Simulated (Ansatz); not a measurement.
# NHO (triplet): from Hartree-Fock to the top rungs, def2-TZVPP

An exercise on one series of results from a longer session: the logs are not shown, and one member is left open.

The runs use Ansatz 0.2.0, Gaussian basis; def2-TZVPP, core rule «outside noble gas», up to 2 orbitals frozen.

To be run: UHF; ROHF; CCSD(T) on UHF.

2 further runs of the same task are left out: 2 set aside as unsound or not needed.

### The geometry

The geometry is a PBE0/def2-TZVP stationary point (not a proven minimum) of the parent state, kept for this charge and spin.

3 atoms, charge 0, spin multiplicity 3.

Atoms are counted from 1 here; the program's logs count them from 0.

Bond lengths: N1–O2 1.241 Å, O2–H3 1.000 Å. Angles: N1–O2–H3 112.3°.

Coordinates:

```csv
atom,x (Å),y (Å),z (Å)
N1,0.0000,0.0665,0.6906
O2,0.0000,-0.1060,-0.5388
H3,0.0000,0.7576,-1.0437
```

Set-up of the first run:

The input, in.yaml:

```yaml
crystal:
  periodic: [false, false, false]
  atoms:
    - {symbol: N, position_ang: [0.000000, 0.066533, 0.690604]}
    - {symbol: O, position_ang: [0.000000, -0.105972, -0.538841]}
    - {symbol: H, position_ang: [0.000000, 0.757574, -1.043675]}
basis:
  gaussian: {orbitals: def2-TZVPP}
magnetization: {spin_polarized: true, initial_magnetization: 2}
hamiltonian: {xc: hf}
output: {orbitals: {seedname: orbitals}}
```

Command:

```console
$ ansatz run in.yaml --threads 1 --pin off --events-out ev --progress --plain --max-ram 4096MiB --backend cpu
```

Steps of the session up to this table: UHF; ROHF; CCSD(T) on UHF.

One of the session's tables, all rows but one given; the rest of the session is left out.

| method | from UCCSD(T) (kcal/mol) |
| --- | --- |
| ROHF | +260.73 |
| UHF | ? |
| UMP2 | +19.70 |
| UCCSD | +8.67 |
| UCCSD(T) | 0 |

Q: Estimate the row for UHF from the others.

As computed: from UCCSD(T) (kcal/mol): +253.86. In the column «from UCCSD(T) (kcal/mol)» it lies between UMP2 (+19.70) and ROHF (+260.73).
